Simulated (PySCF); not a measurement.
**Computed NMR parameters against published values**

Geometry (Å), atoms numbered from 1 in this order:
```xyz
4

C    -0.620   -0.001   -0.027
C     0.517   -0.026   -0.387
F     1.728   -0.060   -0.768
H    -1.633    0.027    0.291
```

Published values to compare with: σ 19F F3 414.2 ppm (CCSD(T)/13s9p4d3f + vibration and temperature (MP2); gas, 300 K; M. E. Harding, PhD thesis, Mainz 2008 (Harding, Lenhart, Auer, Gauss, JCP 2008, 128, 244111)).
σ 13C C1 180.5; C2 101.0; σ 19F F3 422.6; σ 1H H4 30.50 ppm (CCSD(T)/cc-pCVQZ; gas (isolated, no vibration); M. Glasbrenner, PhD thesis, LMU Munich (RPA NMR shieldings paper, SI)). Coupling constants: 3J(F3,H4) 14.4 Hz, 3J(F3,H4) 21.0 Hz, 1J(C2,F3) -277.7 Hz, 2J(C1,F3) 25.6 Hz, 1J(C2,C1) 268.1 Hz, 2J(C2,H4) 68.5 Hz, 1J(C1,H4) 270.1 Hz, 1J(C1,H4) 275.5 Hz.

Single conformer, relativity neglected, no solvent. J couplings at B3LYP/pcJ-2; σ from GIAO-B97-2/pcSseg-2; PBE0-D3(BJ)/def2-TZVP structure; PySCF 2.14.0 with density-fitted response routines.

Task: What does the calculation give, and how does it compare?

Result: 
Reference values: CCSD(T)/13s9p4d3f + vibration and temperature (MP2) (gas, 300 K; M. E. Harding, PhD thesis, Mainz 2008 (Harding, Lenhart, Auer, Gauss, JCP 2008, 128, 244111)).
```csv
atoms,quantity,reference,computed
F3,σ 19F,414.2,401.8
```

Reference values: CCSD(T)/cc-pCVQZ (gas (isolated, no vibration); M. Glasbrenner, PhD thesis, LMU Munich (RPA NMR shieldings paper, SI)).
```csv
atoms,quantity,reference,computed
C1,σ 13C,180.5,172.1
C2,σ 13C,101.0,90.0
F3,σ 19F,422.6,401.8
H4,σ 1H,30.50,30.72
```

Absolute shieldings are compared as such; zero-point and thermal motion, absent here, lowers them by some tenths of a ppm for H, a few ppm for C and up to about 10 ppm for F.

Coupling constants in Hz:
| coupling | reference | computed | source |
| --- | --- | --- | --- |
| 3J(F3,H4) | 14.4 | 18.9 | CC3; gas (equilibrium); Jessen and Sauer, arXiv:2312.00705; CC3 and CCSD from Faber, Sauer, Gauss 2017 |
| 3J(F3,H4) | 21.0 | 18.9 | measured; Jessen and Sauer, arXiv:2312.00705; CC3 and CCSD from Faber, Sauer, Gauss 2017 |
| 1J(C2,F3) | -277.7 | -389.8 | CC3; gas (equilibrium); Jessen and Sauer, arXiv:2312.00705; CC3 and CCSD from Faber, Sauer, Gauss 2017 |
| 2J(C1,F3) | 25.6 | 31.5 | CC3; gas (equilibrium); Jessen and Sauer, arXiv:2312.00705; CC3 and CCSD from Faber, Sauer, Gauss 2017 |
| 1J(C2,C1) | 268.1 | 292.1 | CC3; gas (equilibrium); Jessen and Sauer, arXiv:2312.00705; CC3 and CCSD from Faber, Sauer, Gauss 2017 |
| 2J(C2,H4) | 68.5 | 73.7 | CC3; gas (equilibrium); Jessen and Sauer, arXiv:2312.00705; CC3 and CCSD from Faber, Sauer, Gauss 2017 |
| 1J(C1,H4) | 270.1 | 302.9 | CC3; gas (equilibrium); Jessen and Sauer, arXiv:2312.00705; CC3 and CCSD from Faber, Sauer, Gauss 2017 |
| 1J(C1,H4) | 275.5 | 302.9 | measured; liquid or solution (compiled); San Fabian, Garcia de la Vega, Suardiaz et al., Magn. Reson. Chem. 2013, 51, 775 (SI) |

Task: How far are the unscaled 19F shieldings from the references?

Result: Mean signed difference -16.60 ppm, mean absolute 16.60 ppm over 2 comparisons; the largest is -20.8 ppm at F3 (fluorine bonded to C).

Task: How far are the unscaled 13C shieldings from the references?

Result: Mean signed difference -9.70 ppm, mean absolute 9.70 ppm over 2 comparisons; the largest is -11.0 ppm at C2 (alkyne carbon).

13 of the 62 published NMR values on file for this molecule are compared. The rest: values from further sources, other calculations.
